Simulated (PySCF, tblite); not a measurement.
# C₅H₁₀S: a rotation path, then NMR shifts on frames, part 2 of 2

tblite 0.8.0 and PySCF 2.14.0. Atoms count from 0.

## 5. NMR shieldings: image 4, PBE0/pcSseg-1

What the job is given:

```
{"job": {"kind": "nmr", "xc": "PBE0", "basis": "pcSseg-1", "pop": false}, "charge": 0, "multiplicity": 1}
S      2.742500    -0.099000     0.579400
C      1.297600    -1.124500     0.124700
C      0.067300    -0.360500    -0.369500
C     -0.052000     1.156200    -0.113400
C     -1.461800     0.945000     0.457000
C     -1.230800    -0.571500     0.434800
H      2.238700     0.356300     1.725600
H      1.685000    -1.787400    -0.648800
H      1.059400    -1.726600     1.001100
H     -0.080800    -0.580800    -1.428000
H      0.015900     1.778700    -1.002700
H      0.655700     1.531200     0.621300
H     -2.252400     1.266300    -0.216800
H     -1.642700     1.375800     1.439800
H     -1.049900    -0.986500     1.425500
H     -1.999200    -1.163700    -0.057400
```

Level: GIAO PBE0/pcSseg-1 NMR shielding, non-relativistic, gas phase.

Log:

```text
coarse grid: 13256 points
cycle   1  E = -594.2058771950  dE =  6.246e-01  |g| = 3.459e-01  |ddm| = 3.545e+00
cycle   2  E = -594.2026892876  dE =  3.188e-03  |g| = 3.847e-01  |ddm| = 7.456e-01
cycle   3  E = -594.2410521013  dE = -3.836e-02  |g| = 4.529e-02  |ddm| = 3.882e-01
cycle   4  E = -594.2414928026  dE = -4.407e-04  |g| = 1.669e-02  |ddm| = 7.640e-02
cycle   5  E = -594.2415561869  dE = -6.338e-05  |g| = 4.395e-03  |ddm| = 2.484e-02
cycle   6  E = -594.2415600596  dE = -3.873e-06  |g| = 1.465e-03  |ddm| = 4.939e-03
final grid: 121512 points
cycle   7  E = -594.2822454062  dE = -3.729e-05  |g| = 8.695e-03  |ddm| = 3.204e-02
cycle   8  E = -594.2822329906  dE =  1.242e-05  |g| = 1.115e-02  |ddm| = 1.791e-02
cycle   9  E = -594.2822645613  dE = -3.157e-05  |g| = 5.542e-04  |ddm| = 1.086e-02
cycle  10  E = -594.2822646259  dE = -6.461e-08  |g| = 2.200e-04  |ddm| = 8.742e-04
cycle  11  E = -594.2822646372  dE = -1.136e-08  |g| = 4.634e-05  |ddm| = 2.273e-04
cycle  12  E = -594.2822646377  dE = -4.704e-10  |g| = 1.375e-05  |ddm| = 5.170e-05
converged SCF energy = -594.2822646377

GIAO shielding tensors (ppm)
atom      isotropic    diamagn.    paramagn.     s11        s22        s33       span
  0 S      610.375    1054.576    -444.200    510.681    561.466    758.979    248.298
  1 C      149.783     246.585     -96.802    118.595    153.310    177.443     58.848
  2 C      155.227     248.078     -92.851    134.110    160.384    171.186     37.076
  3 C      162.727     247.108     -84.380    148.617    157.021    182.544     33.927
  4 C      170.550     250.429     -79.880    160.434    167.964    183.251     22.817
  5 C      155.454     249.399     -93.946    132.446    153.580    180.335     47.889
  6 H       30.212      29.971       0.242     22.896     28.807     38.933     16.037
  7 H       28.944      29.511      -0.567     22.170     28.897     35.764     13.595
  8 H       29.155      30.339      -1.183     22.816     29.444     35.207     12.391
  9 H       29.140      32.194      -3.054     24.425     29.270     33.726      9.301
 10 H       29.755      30.444      -0.689     25.876     27.339     36.049     10.172
 11 H       29.218      31.532      -2.314     25.065     29.464     33.124      8.059
 12 H       29.756      30.220      -0.463     26.624     26.972     35.673      9.049
 13 H       29.956      30.021      -0.065     26.218     26.984     36.666     10.448
 14 H       30.384      31.580      -1.196     27.519     29.042     34.591      7.071
 15 H       29.361      30.592      -1.231     25.931     26.826     35.326      9.394
```

Wall time 15 s (1 thread of Arm Neoverse V1, shared host); peak memory 0.82 GiB.

Key values: δ C1 37.1, C2 31.7, C5 31.5, C3 24.2, H7 2.77, H9 2.58 ppm.

## 6. Nuclear shieldings: image 6, PBE0/pcSseg-1

What the job is given:

```
{"job": {"kind": "nmr", "xc": "PBE0", "basis": "pcSseg-1", "pop": false}, "charge": 0, "multiplicity": 1}
S      2.517800    -0.120600     1.018000
C      1.340400    -1.101100     0.022500
C      0.053400    -0.391000    -0.392600
C     -0.049300     1.142800    -0.280000
C     -1.378400     0.992300     0.476100
C     -1.146000    -0.522400     0.564400
H      1.693900     0.116700     2.036200
H      1.928500    -1.394000    -0.847300
H      1.104300    -1.997100     0.598200
H     -0.203700    -0.734400    -1.396900
H     -0.095200     1.679400    -1.224600
H      0.742700     1.577700     0.325300
H     -2.247200     1.256700    -0.122400
H     -1.441900     1.508900     1.431500
H     -0.866200    -0.858300     1.561700
H     -1.960800    -1.146700     0.202400
```

Level: GIAO PBE0/pcSseg-1 NMR shielding, non-relativistic, gas phase.

Log:

```text
coarse grid: 13256 points
cycle   1  E = -594.2081577772  dE =  6.289e-01  |g| = 3.456e-01  |ddm| = 3.548e+00
cycle   2  E = -594.2050295207  dE =  3.128e-03  |g| = 3.847e-01  |ddm| = 7.315e-01
cycle   3  E = -594.2432646420  dE = -3.824e-02  |g| = 4.527e-02  |ddm| = 3.842e-01
cycle   4  E = -594.2437054168  dE = -4.408e-04  |g| = 1.619e-02  |ddm| = 7.184e-02
cycle   5  E = -594.2437649789  dE = -5.956e-05  |g| = 4.425e-03  |ddm| = 2.335e-02
cycle   6  E = -594.2437689666  dE = -3.988e-06  |g| = 1.382e-03  |ddm| = 4.811e-03
final grid: 121512 points
cycle   7  E = -594.2843063567  dE = -3.834e-05  |g| = 8.825e-03  |ddm| = 3.147e-02
cycle   8  E = -594.2842937805  dE =  1.258e-05  |g| = 1.129e-02  |ddm| = 1.806e-02
cycle   9  E = -594.2843260777  dE = -3.230e-05  |g| = 5.752e-04  |ddm| = 1.082e-02
cycle  10  E = -594.2843261482  dE = -7.045e-08  |g| = 2.160e-04  |ddm| = 8.581e-04
cycle  11  E = -594.2843261590  dE = -1.082e-08  |g| = 4.755e-05  |ddm| = 2.105e-04
cycle  12  E = -594.2843261595  dE = -4.839e-10  |g| = 1.444e-05  |ddm| = 5.317e-05
converged SCF energy = -594.2843261595

GIAO shielding tensors (ppm)
atom      isotropic    diamagn.    paramagn.     s11        s22        s33       span
  0 S      633.958    1054.958    -421.000    524.240    576.936    800.698    276.457
  1 C      150.306     246.361     -96.055    126.157    151.561    173.200     47.044
  2 C      155.045     248.056     -93.011    137.230    160.941    166.963     29.733
  3 C      165.003     247.503     -82.500    150.464    160.588    183.957     33.492
  4 C      170.027     250.342     -80.315    160.351    167.167    182.564     22.214
  5 C      159.693     249.731     -90.038    139.632    156.802    182.645     43.012
  6 H       30.540      30.390       0.150     22.949     29.334     39.337     16.389
  7 H       29.233      29.475      -0.242     22.280     28.593     36.826     14.546
  8 H       29.001      29.846      -0.845     22.634     28.891     35.479     12.845
  9 H       29.000      32.098      -3.098     24.089     28.965     33.946      9.857
 10 H       29.872      30.440      -0.569     26.053     26.929     36.634     10.581
 11 H       28.562      30.633      -2.071     24.222     28.833     32.633      8.411
 12 H       29.731      30.204      -0.473     26.515     26.862     35.815      9.300
 13 H       30.031      30.034      -0.003     26.292     27.241     36.559     10.267
 14 H       30.360      31.717      -1.357     27.517     29.201     34.362      6.845
 15 H       29.511      30.710      -1.199     25.910     26.849     35.774      9.865
```

It took 15 s on 1 thread of Arm Neoverse V1, shared host; peak memory 0.82 GiB.

This run: δ C1 36.6, C2 31.9, C5 27.2, C3 21.9, H11 3.15, H9 2.72 ppm.

## 7. Shielding tensors: image 8, PBE0/pcSseg-1

What the job is given:

```
{"job": {"kind": "nmr", "xc": "PBE0", "basis": "pcSseg-1", "pop": false}, "charge": 0, "multiplicity": 1}
S      2.257600    -0.208700     1.350700
C      1.384200    -1.022800    -0.033100
C      0.033800    -0.420100    -0.384300
C     -0.072200     1.114000    -0.434400
C     -1.324000     1.048600     0.454100
C     -1.075900    -0.450600     0.682500
H      1.331900    -0.447400     2.276700
H      2.072900    -0.919000    -0.872500
H      1.284500    -2.080800     0.214800
H     -0.293000    -0.887100    -1.317100
H     -0.210500     1.546100    -1.422800
H      0.770000     1.603900     0.050300
H     -2.246300     1.251900    -0.085900
H     -1.295600     1.669200     1.347100
H     -0.711100    -0.679000     1.683100
H     -1.914000    -1.109200     0.463500
```

Level: GIAO PBE0/pcSseg-1 NMR shielding, non-relativistic, gas phase.

Log:

```text
coarse grid: 13256 points
cycle   1  E = -594.2117938425  dE =  6.325e-01  |g| = 3.485e-01  |ddm| = 3.544e+00
cycle   2  E = -594.2072394479  dE =  4.554e-03  |g| = 3.947e-01  |ddm| = 7.421e-01
cycle   3  E = -594.2474581188  dE = -4.022e-02  |g| = 4.449e-02  |ddm| = 3.960e-01
cycle   4  E = -594.2478825585  dE = -4.244e-04  |g| = 1.564e-02  |ddm| = 6.979e-02
cycle   5  E = -594.2479373041  dE = -5.475e-05  |g| = 4.568e-03  |ddm| = 2.257e-02
cycle   6  E = -594.2479416405  dE = -4.336e-06  |g| = 1.352e-03  |ddm| = 5.008e-03
final grid: 121512 points
cycle   7  E = -594.2890187168  dE = -4.205e-05  |g| = 8.653e-03  |ddm| = 3.142e-02
cycle   8  E = -594.2890068667  dE =  1.185e-05  |g| = 1.103e-02  |ddm| = 1.743e-02
cycle   9  E = -594.2890376844  dE = -3.082e-05  |g| = 5.926e-04  |ddm| = 1.048e-02
cycle  10  E = -594.2890377597  dE = -7.529e-08  |g| = 2.213e-04  |ddm| = 8.878e-04
cycle  11  E = -594.2890377711  dE = -1.137e-08  |g| = 5.120e-05  |ddm| = 2.152e-04
cycle  12  E = -594.2890377716  dE = -5.621e-10  |g| = 1.497e-05  |ddm| = 5.834e-05
converged SCF energy = -594.2890377716

GIAO shielding tensors (ppm)
atom      isotropic    diamagn.    paramagn.     s11        s22        s33       span
  0 S      662.926    1055.388    -392.462    549.748    593.486    845.544    295.796
  1 C      150.560     246.388     -95.828    126.114    157.395    168.170     42.056
  2 C      152.843     248.072     -95.229    139.578    157.374    161.576     21.998
  3 C      166.220     248.271     -82.051    148.797    164.794    185.071     36.274
  4 C      171.041     250.202     -79.160    161.491    168.949    182.684     21.193
  5 C      165.219     249.556     -84.337    147.322    164.269    184.067     36.745
  6 H       30.183      30.641      -0.458     22.090     28.997     39.463     17.372
  7 H       29.522      29.617      -0.095     22.847     28.484     37.234     14.387
  8 H       28.890      29.577      -0.687     21.747     28.489     36.433     14.687
  9 H       28.925      32.004      -3.079     24.214     28.578     33.982      9.767
 10 H       29.919      30.605      -0.686     25.955     26.920     36.883     10.928
 11 H       28.599      30.316      -1.717     24.195     30.024     31.579      7.385
 12 H       29.738      30.122      -0.383     26.536     26.735     35.944      9.408
 13 H       30.029      29.846       0.183     26.227     27.370     36.489     10.263
 14 H       30.047      32.123      -2.076     26.221     30.428     33.491      7.270
 15 H       29.766      30.694      -0.927     25.966     26.748     36.585     10.620
```

Wall time 15 s (1 thread of Arm Neoverse V1, shared host); peak memory 0.82 GiB.

In short: δ C1 36.4, C2 34.1, C5 21.7, C3 20.7, H11 3.12, H8 2.83 ppm.

## 8. Side by side: NMR shifts

Shifts (ppm) of some atoms, chosen among heavy atoms and hydrogens apart, with basis size and wall time:

```csv
frame,C2,C1,C3,C5,H7,H11,S0,functions,time
image 0,39.4,39.2,27.2,27.0,2.23,1.37,-108,159,15 s
image 2,36.0,38.0,25.2,29.4,2.57,1.65,-120,159,15 s
image 4,31.7,37.1,24.2,31.5,2.77,2.50,-107,159,15 s
image 6,31.9,36.6,21.9,27.2,2.48,3.15,-130,159,15 s
image 8,34.1,36.4,20.7,21.7,2.20,3.12,-159,159,15 s
```

## 9. What came out

What follows sums up all 2 parts.

| quantity | value |
| --- | --- |
| barrier | 0.178 eV (4.1 kcal/mol) at image 4 |
| end to end (GFN2-xTB) | 0.044 eV |
| ¹³C shifts against TMS (PBE0/pcSseg-1, image 0) | 39.4, 39.2, 27.2, 27.0, 15.7 ppm |
| ¹H shifts against TMS (PBE0/pcSseg-1, image 0) | 2.55, 2.43, 2.23, 2.22, 2.14, 1.95, 1.78, 1.61, 1.48, 1.37 ppm |
| ³³S shifts against CS2 (PBE0/pcSseg-1, image 0) | -108 ppm |
| range of the shift of S0 | -159 to -107 ppm |

**Reading.** Along the band the dihedral turns by 118°, and the top (dihedral -16°) lies 4.1 kcal/mol above the start (GFN2-xTB, rough), so at room temperature this motion is fast. Ends this close can change order at a higher level. The top was not checked by a frequency run. Shifts at one fixed geometry are not the observed spectrum, which averages over the motion. In the first frame run (image 0): Shielding is most anisotropic at S0 (span 342 ppm, paramagnetic term -442 ppm). Across the 5 runs the shift of S0 moves most, between -159 (image 8) and -107 ppm (image 4).
